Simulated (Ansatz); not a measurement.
# CH2Al (sextet): from Hartree-Fock to the top rungs, cc-pVTZ

How much of the correlation energy of CH2Al (sextet) does each wave-function method recover here?

Computed with Ansatz 0.2.0, Gaussian basis. Level: cc-pVTZ, core rule «outside noble gas», up to 6 orbitals frozen.

Plan: UHF; CCSD(T) on ROHF; CCSD(T) on UHF; BCCD(T) on ROHF; CCSDT(Q) on ROHF; CCSDT(Q) on UHF.

7 further runs of the same task are left out: 4 for a known fault of the program, 3 set aside as unsound or not needed.

## 1. The geometry

The geometry is a PBE0/def2-TZVP stationary point (not a proven minimum) of the parent state, kept for this charge and spin.

4 atoms, charge 0, spin multiplicity 6.

Atoms are counted from 1 here; the program's logs count them from 0.

Bond lengths: Al1–C2 1.923 Å, Al1–H3 1.613 Å, C2–H4 1.088 Å. Angles: C2–Al1–H3 117.5°, Al1–C2–H4 152.8°.

## 2. UHF

Input file in.yaml:

```yaml
crystal:
  periodic: [false, false, false]
  atoms:
    - {symbol: Al, position_ang: [0.000000, -0.074388, 0.613390]}
    - {symbol: C, position_ang: [0.000000, 0.010117, -1.308029]}
    - {symbol: H, position_ang: [0.000000, 1.321704, 1.420502]}
    - {symbol: H, position_ang: [0.000000, 0.549036, -2.253748]}
basis:
  gaussian: {orbitals: cc-pVTZ}
magnetization: {spin_polarized: true, initial_magnetization: 5}
hamiltonian: {xc: hf}
output: {orbitals: {seedname: orbitals}}
```

The run is started by

```sh
> ansatz run in.yaml --threads 1 --pin off --events-out ev --progress --plain --max-ram 2816MiB --backend cpu
```

Further steps of the session: CCSD(T) on ROHF; CCSD(T) on UHF; BCCD(T) on ROHF; CCSDT(Q) on ROHF; CCSDT(Q) on UHF.

Q: Predict the results of all the runs planned. Wanted: UCCSDT(Q) below the RHF energy; RMP2 from UCCSDT(Q); UMP2 from UCCSDT(Q); RCCSD from UCCSDT(Q); RCCSD(T) from UCCSDT(Q); UCCSD(T) from UCCSDT(Q); RCCSDT(Q) from UCCSDT(Q); T1 diagnostic.

The runs gave:

| quantity | value |
| --- | --- |
| UCCSDT(Q) below the RHF energy | -4.9885 eV |
| RMP2 from UCCSDT(Q) | +957.1 meV |
| UMP2 from UCCSDT(Q) | +966.0 meV |
| RCCSD from UCCSDT(Q) | +249.2 meV |
| RCCSD(T) from UCCSDT(Q) | +56.2 meV |
| UCCSD(T) from UCCSDT(Q) | +53.6 meV |
| RCCSDT(Q) from UCCSDT(Q) | +4.1 meV |
| levels within 1 kcal/mol (43 meV) | RCCSDT, UCCSDT, RCCSDT(Q) |
| T1 diagnostic | 0.043 |

What this shows: RCCSD(T) lands +56.2 meV from the yardstick (1.1 % of the correlation energy). These misses are within one basis, not against nature; the frozen cores of restricted and unrestricted runs differ, which can shift their rows.
